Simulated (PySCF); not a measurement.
Method: ωB97X-D3(BJ)/def2-TZVP (PySCF). Gas-phase values, no solvent. Delta-SCF ions had no search for a lower state. Excitations are Tamm–Dancoff values on a coarser integration grid. The basis has no diffuse functions, so Rydberg states are missing or too high.

Reference species (SMILES): `[Al]([Cl])([F])[F]` (neutral, multiplicity 1).

| Quantity | Result |
|---|---|
| vertical ionisation energy (Delta-SCF) | 12.92 eV |
| HOMO–LUMO gap | 13.08 eV |
| T1 excitation (TDA) | 7.33 eV |

Changed species: `[F][Al]([F])[F]` (0 of 3 F replaced by Cl; the reference has 1 of 3 F replaced by Cl).

### Question
Give the shifts of the vertical ionisation energy (Delta-SCF), HOMO–LUMO gap and T1 excitation (TDA).

### Answer
the vertical ionisation energy (Delta-SCF) rises by 1.99 eV, to 14.91 eV; the HOMO–LUMO gap goes up by 1.72 eV, to 14.80 eV; the T1 excitation (TDA) goes up by 1.21 eV, to 8.54 eV.
